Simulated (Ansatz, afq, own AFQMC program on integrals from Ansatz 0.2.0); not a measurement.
# BSiH3, singlet: AFQMC among the cluster methods

```yaml
atoms:
  - { symbol: Si, position_ang: [-0.6477, -0.0056, 0.0005] }
  - { symbol: B, position_ang: [2.0062, 0.0173, -0.0017] }
  - { symbol: H, position_ang: [-1.1691, 1.3917, 0.0030] }
  - { symbol: H, position_ang: [-1.1499, -0.7127, 1.2139] }
  - { symbol: H, position_ang: [-1.1520, -0.7091, -1.2140] }
```

Connectivity, by distances: SiH3 ··· B.

Basis cc-pVDZ. Only valence electrons are correlated. AFQMC by an in-house program on the Cholesky factors that Ansatz 0.2.0 writes for its CCSD(T) run. ph-AFQMC/CISD is guided by a CISD state made of CCSD amplitudes; releasing the constraint for a short imaginary time cuts its bias at the price of noise, slowly where states lie close. Uncertainties: one standard error, sampling alone.

Determinant: RHF, the one that the program's search chose, which needn't be the lowest solution. The geometry is a point of a scan.

No full CI on the walks' own integrals is used here; CCSDT(Q) serves as the reference and is uncertain by about the last step of the cluster series.

Cautions: higher spins were not checked; restricted determinant unstable towards unrestricted (UHF 137 meV lower, ⟨S²⟩ 0.46).

```
T1 diagnostic                               : 0.0161
weight of the determinant in the CISD state : 0.841
size of the correlated space                : 10 electrons in 41 orbitals
```

```json
{"level": "MP2", "correlation energy (eV)": "-4.3615"}
{"level": "CCSD", "correlation energy (eV)": "-5.7731"}
{"level": "CCSD(T)", "correlation energy (eV)": "-5.9353"}
```

Question: Estimate where phaseless AFQMC with a CISD trial lies against CCSD(T) on the same integrals.

Answer: 1.4 ± 1.1 kJ/mol below CCSD(T). The gap is under twice the noise, so this walk alone can't tell the two apart.

Reference: CCSDT(Q), correlation energy -5.982 eV. The released energy is read at 2.40 1/Eh (meV from the phaseless value at times in 1/Eh: -12 ± 11 at 0.24, -23 ± 12 at 0.51, -22 ± 13 at 0.99, -38 ± 14 at 1.62, -50 ± 17 at 2.40).

```
         level  E − E(reference) (kJ/mol)  share of correlation (%)
       CCSD(T)                        4.5                     99.23
         CCSDT                        0.8                     99.86
 ph-AFQMC/CISD                  3.1 ± 1.1                     99.46
released AFQMC                 -1.7 ± 1.6                    100.29
```

A walk keeps the symmetry of its determinant, which the program's search chose and which needn't be the lowest solution, so a lower state of the same spin and another symmetry isn't excluded. Released energies are given only where the last usable release times agree within the noise; a slower fall can still hide under it.
